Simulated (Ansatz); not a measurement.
A calculation on GeSe (Pnma, No. 62) returned equilibrium volume per atom 22.03 Å³/atom, formation enthalpy -0.233 eV/atom.

For reference: equilibrium volume per atom 22.91 Å³/atom (measured, temperature not stated, copied from a table, unchecked, not corrected to a static lattice; as tabulated in Crystal Structures 1, 85 (1963)).

Q: Which level of theory produced these numbers?
A) PBE-D4 (Ansatz (a quantum-chemistry and plane-wave program))
B) PBE (Ansatz)
C) PBEsol (Ansatz)
D) LDA (Ansatz)

A: C, PBEsol (Ansatz)

The others give: LDA 21.37 Å³/atom, -0.223 eV/atom; PBE 24.62 Å³/atom, -0.227 eV/atom; PBE-D4 22.34 Å³/atom, -0.291 eV/atom.

Unless a cell is named, each level is at its own relaxed cell (LDA 21.37, PBE 24.62, PBE-D4 22.34, PBEsol 22.03 Å³/atom).

Caveats: LDA has no dispersion term either, though it tends to give short spacings of layers, chains or molecules (LDA); a distance lies near a switch of the dispersion term, which can move the cell (PBE-D4); the cell comes from a level without a dispersion term, which matters for the spacing of layers, chains or molecules (PBE, PBEsol). Ansatz's density-functional and Hartree–Fock values are scalar-relativistic unless marked +SOC, with PAW data made under PBE.
